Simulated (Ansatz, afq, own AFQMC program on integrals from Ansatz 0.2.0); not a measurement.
**Where AFQMC and coupled cluster stand for Sb, quartet**

A free Sb atom.

Basis def2-TZVPP with its core potentials. Noble-gas cores (and the filled d shells of Ga–Kr and In–Xe) are frozen. AFQMC by an in-house program on the Cholesky factors that Ansatz 0.2.0 writes for its CCSD(T) run. ph-AFQMC/CISD is guided by a CISD state made of CCSD amplitudes; releasing the constraint for a short imaginary time cuts its bias at the price of noise, slowly where states lie close. Free AFQMC starts from the CCSD state and is never constrained. Its projection time is finite, and what remains of the start isn't in its error. Error bars are statistical, one sigma. No spin–orbit coupling.

Determinant: UHF, the one that the program's search chose, which needn't be the lowest solution.

Full CI on the same integrals is exact in this basis and with this determinant's frozen core.

Cautions: no spin-orbit coupling; inner d shell frozen.

* T1 diagnostic: 0.0034
* weight of the determinant in the CISD state: 0.947
* ⟨S²⟩ of the determinant: 3.752
* size of the correlated space: 5 electrons in 41 orbitals

```json
{"level": "MP2", "correlation energy (eV)": "-1.6425"}
{"level": "CCSD", "correlation energy (eV)": "-1.9860"}
{"level": "CCSD(T)", "correlation energy (eV)": "-2.0521"}
```

(1) Estimate where free-projection AFQMC lies against CCSD(T) on the same integrals.

(1) 1.6 ± 0.05 kJ/mol below CCSD(T).

Reference: full CI, correlation energy -2.069 eV. The released energy is read at 1.50 1/Eh (meV from the phaseless value at times in 1/Eh: -1.2 ± 0.7 at 0.24, -2.0 ± 0.6 at 0.50, -3.0 ± 0.6 at 1.00, -3.9 ± 0.6 at 1.50).

```csv
level,E − E(reference) (kJ/mol),share of correlation (%)
CCSD(T),1.6,99.19
CCSDT,0.2,99.91
CCSDT(Q),0.0,99.99
CCSDTQ,0.0,100.00
ph-AFQMC/HF,0.7 ± 1.0,99.65
ph-AFQMC/CISD,0.3 ± 0.1,99.83
released AFQMC,0.0 ± 0.06,100.02
free AFQMC,0.0 ± 0.05,100.02
```

CCSDT and higher add their correlation energy to the determinant of the CCSD(T) run, since their own runs factorise the integrals more tightly (a shift of under 2 meV). Free projections are given only where their last times agree within the noise and don't stop above the reference; a slow remainder of the start can still hide under it. A walk keeps the symmetry of its determinant, which the program's search chose and which needn't be the lowest solution, so a lower state of the same spin and another symmetry isn't excluded. Released energies are given only where the last usable release times agree within the noise; a slower fall can still hide under it.
